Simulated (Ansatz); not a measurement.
Heat of formation of C2H3FO (acetyl fluoride) from total energies

The species is C2H3FO (7 atoms), meant as a singlet with charge 0. As SMILES, `CC(=O)F`. The shape is that of a PBE0-D4/def2-TZVP optimisation.

Total energies at r2SCAN/aug-cc-pVDZ (Ansatz 0.2.0); the atoms run unrestricted:

| species | state | energy (Eh) |
| --- | --- | --- |
| C2H3FO | singlet | -253.007432 |
| C | triplet | -37.827841 |
| O | triplet | -75.039266 |
| F | doublet | -99.696441 |
| H | doublet | -0.499471 |

Harmonic wavenumbers at PBE0-D4/def2-TZVP, in cm⁻¹: 127, 417, 577, 609, 862, 1009, 1066, 1219, 1396, 1458, 1466, 1940, 3075, 3146, 3195.

Measured heats of formation of the gaseous atoms at 298.15 K, in kJ/mol: C 716.9, O 249.2, F 79.4, H 218.0. Spin-orbit lowering of the atoms at 298 K (mean of the ground term's levels less their thermal mean, from spectra), in kJ/mol: C 0.02, O 0.40, F 1.29. Take 1 Eh = 2625.50 kJ/mol, 1 cm⁻¹ = 0.0119627 kJ/mol, RT = 2.479 kJ/mol.

Q: Work out the heat of formation of the gas at 298 K.

A: 
1. Electronic atomisation energy: 2 × (-37.827841) + (-75.039266) + (-99.696441) + 3 × (-0.499471) − (-253.007432) = 1.117630 Eh = 2934.3 kJ/mol.
2. Zero-point energy: half the sum of the wavenumbers, 10781 cm⁻¹ = 129.0 kJ/mol.
3. Thermal vibrational enthalpy, Σ hcν̃/(exp(hcν̃/kT) − 1): 3.9 kJ/mol. Translation, rotation and pV of a non-linear molecule: 4 RT = 9.9 kJ/mol.
4. The 7 free atoms carry 5/2 RT each: 43.4 kJ/mol.
5. Spin-orbit coupling lowers the free atoms by 2 × 0.02 + 0.40 + 1.29 = 1.7 kJ/mol.
6. Atomisation enthalpy at 298 K: 2934.3 − 1.7 − 129.0 − 3.9 − 9.9 + 43.4 = 2833.2 kJ/mol.
7. Sum of the atoms' heats of formation: 2416.4 kJ/mol. Heat of formation: 2416.4 − 2833.2 = -416.8 kJ/mol.

The tabulated value is -442.1 kJ/mol (CRC Handbook of Chemistry and Physics), so this level is off by +25.3 kJ/mol, or 0.9 % of the atomisation enthalpy that the table implies (2858.4 kJ/mol). Anharmonicity and any spin-orbit splitting of the molecule are left out.
